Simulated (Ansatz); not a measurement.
Which is lower?

Two relaxed structures of CH3BCl (charge +1), singlet (PBE0-D4/def2-TZVP; forces vanish, vibrations not checked).

A:

```json
{"atom": "B1", "x (Å)": "-0.5153", "y (Å)": "-0.5213", "z (Å)": "0.1065"}
{"atom": "C2", "x (Å)": "0.4812", "y (Å)": "0.4055", "z (Å)": "0.4432"}
{"atom": "Cl3", "x (Å)": "1.9347", "y (Å)": "-0.2192", "z (Å)": "1.1520"}
{"atom": "H4", "x (Å)": "-1.3482", "y (Å)": "-1.2983", "z (Å)": "-0.1724"}
{"atom": "H5", "x (Å)": "2.8013", "y (Å)": "-0.2176", "z (Å)": "0.1657"}
{"atom": "H6", "x (Å)": "0.4412", "y (Å)": "1.4870", "z (Å)": "0.4181"}
```

B:

B1  (0.179, 0.752, 0.473)
C2  (-0.329, -0.410, -0.331)
Cl3  (1.515, -0.443, 0.229)
H4  (-0.845, -1.247, 0.138)
H5  (-0.357, -0.383, -1.419)
H6  (0.142, 1.784, 1.034)
(Å)

Program: Ansatz 0.2.0. Basis: def2-TZVPP. Cores are frozen in the correlated methods. B3LYP uses VWN-RPA correlation.

Which structure is lower at CCSD(T), and by how much? (An estimate is asked for; the value comes from the calculation.)

Computed: B, by 217.7 kJ/mol (electronic energy, against the other). By their contacts, A is CH₃BCl ([BH][CH][ClH]), total charge +1 and B is CH₃BCl ([BH]1[CH2][Cl]1), total charge +1.

All methods give the same order:

| method | E(B) − E(A) (kJ/mol) |
| --- | --- |
| PBE-D4 | -214.2 |
| r2SCAN-D4 | -222.9 |
| PBE0-D4 | -218.9 |
| B3LYP-D4 | -210.5 |
| wB97M-V | -214.6 |
| HF | -221.6 |
| MP2 | -221.6 |
| CCSD | -216.2 |
| CCSD(T) | -217.7 |

The T1 diagnostic stays at or below 0.015.

Labels in which every atom is bracketed show which atoms are joined, not bond orders.

For scale, one of the runs: CCSD(T)/def2-TZVPP, 146 basis functions, launched by `ansatz run in.yaml --threads 2 --pin off --events-out ev --progress --plain --max-ram 4352MiB`. The run took 12 s on 2 CPU threads of an Arm Neoverse V1 (shared host), with 0.85 GiB of host memory at its peak.
